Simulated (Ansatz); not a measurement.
System: PbO (Pbcm, No. 57). Method: PBEsol+SOC (Ansatz, a program for electronic structure, plane waves, PAW).

Settings: plane-wave cutoff 520 eV, 8×6×6 k mesh (along the axes of the cell as run), Fermi–Dirac smearing 0.01 eV, PAW data made under PBE.

Cell (measured lattice):

```cif
data_O4Pb4
_chemical_formula_sum 'Pb4 O4'
_space_group_name_H-M_alt 'Pbcm'
_space_group_IT_number 57
_space_group_name_Hall '-P 2c 2b'
_cell_length_a 5.89100
_cell_length_b 5.48900
_cell_length_c 4.77500
_cell_angle_alpha 90.000
_cell_angle_beta 90.000
_cell_angle_gamma 90.000
loop_
_atom_site_label
_atom_site_type_symbol
_atom_site_symmetry_multiplicity
_atom_site_Wyckoff_symbol
_atom_site_fract_x
_atom_site_fract_y
_atom_site_fract_z
_atom_site_occupancy
Pb1 Pb 4 d 0.23090 0.47920 0.25000 1
O1 O 4 d 0.13090 0.08860 0.25000 1
```

Task: Predict the band gap, smallest direct gap on the k points sampled and Γ–Γ gap.

Result: 
- band gap: 1.88 eV (indirect)
- smallest direct gap on the k points sampled: 2.29 eV
- Γ–Γ gap: 2.95 eV

Note: cell and atoms aren't relaxed at this level (largest force component 0.31 eV/Å, pressure 0.9 GPa).

The computed numbers hold no vibrational or temperature effects.

Computing time: around 22 core-minutes (rough).
